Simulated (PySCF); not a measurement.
# Reproducing measurements on trimethylamine

**Experimental background.**

From NIST CCCBDB Release 22 (SRD 101), experimental dipoles, for the gas: dipole moment (microwave Stark effect) 0.612 D.

NIST CCCBDB Release 22 (SRD 101), experimental polarizabilities lists, for the gas: mean polarisability 7.076 Å³.

Beach, A photoelectron spectroscopic study of bonding in inorganic and organometallic compounds, PhD thesis, LBL 1985 lists, for the gas: N 1s binding energy of N2 404.82 eV; C 1s binding energy of C1/C3/C4 291.26 eV.

How close the calculation comes is told at the end.

Trimethylamine, C₃H₉N.
Atom-mapped SMILES: `[CH3:1][N:2]([CH3:3])[CH3:4]` (hydrogens: H5, H6, H7 on C1; H8, H9, H10 on C3; H11, H12, H13 on C4)

Geometry (GFN2-xTB, Å), atoms numbered from 1 in this order:
```xyz
13
C3H9N angstrom
C     -0.3572    1.3008    0.3788
N     -0.1371   -0.1223    0.5224
C      1.2659   -0.4532    0.3949
C     -0.9426   -0.8767   -0.4137
H     -0.0646    1.6791   -0.6144
H      0.2205    1.8292    1.1358
H     -1.4133    1.5161    0.5348
H      1.6759   -0.1988   -0.5963
H      1.3979   -1.5215    0.5609
H      1.8303    0.0880    1.1529
H     -0.6954   -0.6549   -1.4650
H     -0.7910   -1.9411   -0.2391
H     -1.9936   -0.6443   -0.2483
```

Runs made with PySCF (gas phase, on this GFN2-xTB geometry; non-relativistic but for the core-level run):

| level | job | basis functions | wall time |
| --- | --- | --- | --- |
| wB97X-D/def2-SVPD | 8 singlets by full TDDFT, 3 Tamm–Dancoff triplets, polarisability | 152 | 6.7 s |
| delta-SCF UKS SCAN, pcX-2 on the ionised atom, pcseg-1 elsewhere, spin-free X2C | ΔSCF core ionisation, 2 holes | 132 | 5.1 s |

Hardware: one thread of an x86-64 server, shared host.

**Comparison with experiment**

**Dipole moment.** Measured: 0.612 D (NIST CCCBDB Release 22 (SRD 101), experimental dipoles).

| level | computed (D) | computed − measured (D) | % (from the printed values) |
| --- | --- | --- | --- |
| wB97X-D/def2-SVPD | 0.632 | +0.020 | +3 |

The computed dipoles belong to one fixed geometry; measured ones are averaged over vibrations unless marked μe. Magnitudes are compared, not signs.

**Mean polarisability.** Measured: 7.076 Å³ (NIST CCCBDB Release 22 (SRD 101), experimental polarizabilities).

```
            level  computed (Å³)  computed − measured (Å³)  % (from the printed values)
wB97X-D/def2-SVPD          7.241                    +0.165                           +2
```

The computed values are static and purely electronic, with core orbitals frozen in the response (1 au = 0.148185 Å³). The table of measured values doesn't say here whether a value is static or optical, or holds a vibrational part.

**Core binding energies.** Delta-SCF UKS SCAN, pcX-2 on the ionised atom, pcseg-1 elsewhere, spin-free X2C in PySCF 2.14.0.

```csv
level and atom,computed (eV),measured (eV),computed − measured (eV)
"N 1s, N2",404.65,404.82,-0.17
"C 1s, C1/C3/C4",291.20,291.26,-0.06
```

Sources, in the order of the opening: Beach, A photoelectron spectroscopic study of bonding in inorganic and organometallic compounds, PhD thesis, LBL 1985. Against the first value of each row the mean signed difference is -0.12 eV and the largest in size -0.17 eV. The computed values are vertical, without vibrational structure; measured positions hang on the energy calibration. Atoms equivalent by their bonding share one computed value, that of the first of them.

The geometry is computed, not the measured one. Where a level misses, the cause wasn't examined.
